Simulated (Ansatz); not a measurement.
Input for Ansatz (a quantum-chemistry and plane-wave program): U-MP2/aug-cc-pV(T+d)Z on H2P (SMILES [PH2]), 2S+1 = 2, atoms moved off the minimum. Files ending in .json are basis or fitting sets from the Basis Set Exchange.

Ansatz 0.2 input:
```yaml
crystal:
  periodic: [false, false, false]
  atoms:
    - {symbol: P, position_ang: [0.03140198, 0.27970298, -0.03758245]}
    - {symbol: H, position_ang: [-0.96491701, -0.76475606, -0.17010485]}
    - {symbol: H, position_ang: [1.07903786, -0.85069904, 0.12408034]}
basis:
  gaussian:
    orbitals: aug-cc-pV_T+d_Z.json
magnetization: {spin_polarized: true, initial_magnetization: 1}
correlation: {method: mp2, electrons: outside_noble_gas}
scf: {omitted_lower_state_checks: [cluster_reference]}
output: {forces: true}
```

The log:

```
WARN ansatz: RAYON_NUM_THREADS=1 ignored (pool sized by the plan → 1); use --threads N
Functional definition: HF
these checks for a lower state are left out or cut short: cluster_reference
integrals: 0.05 GiB planned
573 factors; integrals over basis functions are off by at most 8.1e-4 eV
mean field: 0.18 GiB planned
mean field evaluation 1: about -9302.5419 eV, gradient 6.1e0 eV
mean field evaluation 2: about -9302.5422 eV, gradient 6.1e0 eV
mean field evaluation 4: about -9303.0554 eV, gradient 6.3e-1 eV
mean field evaluation 8: about -9303.0628 eV, gradient 1.8e-3 eV
mean field -9303.06280610 eV, -341.8812522816 hartree, gradient 2.3e-6 eV, S^2 0.771085; 0 other end points of the search recorded, 0 dependent functions left out
5 core orbitals not correlated
reference -9303.06280610 eV, -341.8812522816 hartree; 4, 3 occupied and 92, 93 virtual orbitals, 573 factors
densities: 0.20 GiB planned
second order -3.83554016 eV of doubles, -0.00000000 eV of singles
the calculation of the forces begins
Total energy: -9306.89834626 eV, -342.0222057827 hartree
Atom 0 at     0.031402     0.279703    -0.037582 Å, force     0.970233    -2.330989     0.162576 eV/Å
Atom 1 at    -0.964917    -0.764756    -0.170105 Å, force     0.326664     0.644437     0.040427 eV/Å
Atom 2 at     1.079038    -0.850699     0.124080 Å, force    -1.296897     1.686552    -0.203002 eV/Å
Dipole moment:    -0.019551    -0.082191    -0.001983 e Å
Checks for a lower state left out: cluster_reference
```

The run converged.

Cost: very roughly 1.4 core-seconds.
